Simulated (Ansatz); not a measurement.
System: cubic perovskite KTaO3. Method: r²SCAN+rVV10 (Ansatz, a program for electronic structure, plane waves, PAW).

Settings: plane-wave cutoff 560 eV, 8×8×8 k mesh, Fermi–Dirac smearing 0.01 eV, scalar-relativistic PAW data made under PBE.

Cell (relaxed at this level):

```cif
data_KO3Ta
_chemical_formula_sum 'K1 Ta1 O3'
_space_group_name_H-M_alt 'P 1'
_space_group_IT_number 1
_cell_length_a 3.98113
_cell_length_b 3.98113
_cell_length_c 3.98113
_cell_angle_alpha 90.000
_cell_angle_beta 90.000
_cell_angle_gamma 90.000
loop_
_space_group_symop_operation_xyz
  'x, y, z'
loop_
_atom_site_label
_atom_site_type_symbol
_atom_site_fract_x
_atom_site_fract_y
_atom_site_fract_z
_atom_site_occupancy
K1 K 0.00000 0.00000 0.00000 1
Ta1 Ta 0.50000 0.50000 0.50000 1
O1 O 0.50000 0.00000 0.50000 1
O2 O 0.00000 0.50000 0.50000 1
O3 O 0.50000 0.50000 0.00000 1
```

Question: Predict the bulk modulus, band gap, smallest direct gap on the k points sampled and pressure derivative B′ of the bulk modulus.

Answer: 
- bulk modulus = 213 GPa
- band gap = 2.63 eV
- smallest direct gap on the k points sampled = 3.27 eV
- pressure derivative B′ of the bulk modulus = 4.4

Measured, for comparison: band gap 3.64 eV (temperature not stated, no zero-point or thermal correction, indirect; as tabulated in Himmetoglu and Janotti (2016), arXiv:1601.06205); bulk modulus 220 GPa (temperature not stated, no zero-point or thermal correction; as tabulated in Tinte et al. (1998), arXiv:cond-mat/9809379). Computed (rounded) less measured: bulk modulus -3 %.

Spin–orbit coupling is not included.

Computed values are for the static lattice.

The result took very roughly 90 core-seconds.
